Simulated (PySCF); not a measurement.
Species: sulfuryl chloride fluoride, ClFO2S.
Cartesian coordinates in Å at the PBE0-D3(BJ)/def2-SVP level; atoms count from 1:
```
atom  x, y, z in Å
O1     0.2048   -1.0983   -1.0793
S2     0.0028   -0.2233    0.0339
O3     0.0392   -0.6326    1.4038
F4    -1.3873    0.5070   -0.1946
Cl5    1.1799    1.4158   -0.2013
```

All values: PBE0/pcSseg-1 and wB97X-D/def2-SVPD (PySCF, non-relativistic), on one gas-phase PBE0-D3(BJ)/def2-SVP geometry that isn't relaxed in the solvent. The solvent is an IEF-PCM continuum (cavity from Bondi-type radii × 1.2). Only the electrostatic response of the medium enters.

Gas phase at PBE0/pcSseg-1: HOMO -10.15 eV, LUMO -2.62 eV, dipole 1.33 D.

**Question.** What does the continuum do to the energy, the frontier levels and the dipole at PBE0/pcSseg-1 in cyclohexane and methanol?

**Answer.** 
| solvent | ε | E(solvent) − E(gas) (kcal/mol) | polarisation term (kcal/mol) | distortion of the solute (kcal/mol) | HOMO (eV) | LUMO (eV) | dipole (D) |
| --- | --- | --- | --- | --- | --- | --- | --- |
| cyclohexane | 2.017 | -1.04 | -1.08 | 0.04 | -10.07 | -2.51 | 1.47 |
| methanol | 32.61 | -2.66 | -2.89 | 0.23 | -9.97 | -2.39 | 1.66 |

The polarisation term is half the interaction of the solute with the surface charges that it induces; the rest is the cost of distorting the solute's density. The sum is the electrostatic part of solvation alone. From cyclohexane to methanol the lowering changes by a factor 2.55, Onsager's factor (ε − 1)/(2ε + 1) by 2.36 and ε itself by 16.2.

**Question.** Which radius a makes the point-dipole formula ΔE = −[(ε − 1)/(2ε + 1)]·μ²/a³ give the value in methanol, with the gas-phase dipole?

**Answer.** μ = 0.523 au and |ΔE| = 0.00423 Eh give a = 1.66 Å; the farthest nucleus lies 1.85 Å from the centroid of the nuclei, so such a sphere wouldn't even hold the nuclei. The formula assumes a rigid point dipole at the centre of a sphere.

**Question.** Give the dipole vector in the frame of the coordinates (D, pointing from negative to positive charge), gas and methanol.

**Answer.** Gas (0.31, 1.28, -0.22), solvent (0.40, 1.59, -0.27). Its length changes by +25 % and its direction by less than 1°.

**Question.** Which Hirshfeld charges (PBE0/pcSseg-1) respond most in cyclohexane (means over atoms taken as equivalent)?

**Answer.** 
| atoms | environment | gas (e) | solvent (e) | change |
| --- | --- | --- | --- | --- |
| Cl5 | chlorine bonded to S | -0.010 | -0.003 | +0.007 |
| O1/O3 | sulfonyl oxygen | -0.243 | -0.249 | -0.006 |
| S2 | sulfonyl sulfur | +0.582 | +0.586 | +0.004 |
| F4 | sulfur-bound fluorine | -0.086 | -0.085 | +0.001 |

Gas phase at wB97X-D/def2-SVPD: HOMO -12.14 eV, LUMO -1.06 eV, dipole 1.52 D.

**Question.** What does the continuum do to the energy, the frontier levels and the dipole at wB97X-D/def2-SVPD in cyclohexane?

**Answer.** 
```tsv
solvent	ε	E(solvent) − E(gas) (kcal/mol)	polarisation term (kcal/mol)	distortion of the solute (kcal/mol)	HOMO (eV)	LUMO (eV)	dipole (D)
cyclohexane	2.017	-0.95	-1.00	0.05	-12.06	-0.96	1.69
```

**Question.** How does the static polarisability (wB97X-D/def2-SVPD, frozen core, with the continuum's full static response) change?

**Answer.** 
| medium | isotropic (au) | principal values (au) | ⟨r²⟩ of the electrons (bohr²) |
| --- | --- | --- | --- |
| gas | 42.8 | 36.3, 40.5, 51.6 | 498.6 |
| cyclohexane | 47.5 | 39.9, 44.9, 57.5 | 498.7 |

The isotropic value in cyclohexane is 1.11 times the gas-phase one; no cavity-field correction is applied. ⟨r²⟩ is taken about the centre of nuclear charge.

Hardware: one thread of an Arm Neoverse V1, shared host. Cost: 4.2 s wall, 0.47 GiB resident at most. This is the whole shielding run at PBE0/pcSseg-1 in methanol, SCF included.

wB97X-D is run here without its empirical dispersion term; that term would change no orbital, density or response property at a fixed geometry.
